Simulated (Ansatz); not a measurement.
# BClF: the cost of one run

Program: Ansatz 0.2.0 through its Python package. Level of theory: PBE+D3(BJ)/def2-SVP. These are calculated values, not measurements.

**1. Starting point**

Bond lengths: F1–B2 1.460 Å, B2–Cl3 1.834 Å. Angles: F1–B2–Cl3 118.4°.

bclf.xyz, read by the script:

```xyz
3

F     0.57530    1.14550    0.43070
B    -0.43370    0.30090   -0.20180
Cl   -0.15260   -1.51110   -0.24220
```

**2. The script**

Contents of bclf.py:

```python
'''Does a wider search find a lower mean-field state of BClF?'''

import warnings

import ansatz
import numpy as np

params = {
    'basis_set': 'def2-SVP',
    'xc': 'pbe',
    'vdw': 'd3bj',
}

warnings.simplefilter('ignore', ansatz.DeckWarning)

geometry = ansatz.Crystal.molecule_from_extxyz('bclf.xyz')
symbols = [site.symbol for site in geometry.cartesian_sites]

start = np.array([site.position_ang for site in geometry.cartesian_sites])
for factor in [1.0, 1.25, 1.6]:
    xyz = (start - start.mean(axis=0)) * factor
    scaled = ansatz.Crystal.molecule()
    for symbol, place in zip(symbols, xyz):
        scaled = scaled.atom(symbol, place.tolist())
    base = (
        scaled.calculation()
        .basis(gaussian=params['basis_set'])  # atom-centred Gaussian functions
        .functional(params['xc'], dispersion=params['vdw'])
        .spin('collinear', total=1)  # two spin channels
    )
    for search in ('off', 'standard'):
        try:
            r = base.scf(lower_state_search=search).run().report
        except ansatz.AnsatzError as error:
            print(f'x{factor} search {search}: {type(error).__name__}')
            continue
        state = r['mean_field']['state']
        print(f'all distances x{factor}, search {search:8s} E = {r["free_energy_ev"]:.5f} eV  <S^2> = {abs(state["spin_squared"]):.3f}  other states met: {len(r["mean_field"]["others"])}')
```

**3. Running it**

Run with:

```
$ python bclf.py
```

Q: Estimate wall time and peak memory on 1 thread of Arm Neoverse V1, shared host.

About 18 s, with a peak of 0.17 GiB.
